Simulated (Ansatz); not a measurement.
Elastic constant C33 (GPa) of solids drawn from the class of tetrahedrally bonded semiconductors and semimetals, at two levels: PBE (Ansatz, a first-principles code, plane waves, PAW), and LDA (Ansatz, PAW).

```csv
solid,PBE,LDA,shift (%)
wurtzite CdS,85.9,104,+21
2H-SiC,532,564,+6.0
wurtzite ZnO,201,239,+18.9
wurtzite GaN,357,410,+14.8
wurtzite BN (high-pressure phase),1009,1094,+8.4
wurtzite AlN,353,370,+4.8
```

The shifts run from +4.8 % to +21 %, with a median of +11.6 %.

Over all 6 rows LDA is the larger in 6.

Ansatz's runs of these crystals have no spin polarisation.

Each level is taken at its own relaxed cell. Ansatz's density-functional and Hartree–Fock values are scalar-relativistic unless marked +SOC, with PAW data made under PBE.
